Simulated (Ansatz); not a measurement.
Z-matrix (Å, degrees):
```
Si
Cl 1 2.077
H 1 1.529 2 94.7
```

Total charge 0; spin multiplicity 1.

**Question.** List the ωB97M-V/def2-TZVPP orbital energies in eV (Ansatz). (Best estimate.)

**Answer.** Computed: Occupied: -2772.00, -1808.44, -262.40, -199.85, -199.79, -199.73, -149.30, -103.51, -103.39, -103.27, -25.84, -16.77, -12.98, -12.14, -11.87, -9.06. Lowest empty: -0.94, 1.73, 3.18, 5.77, 6.24, 6.25, 6.92, 7.10.
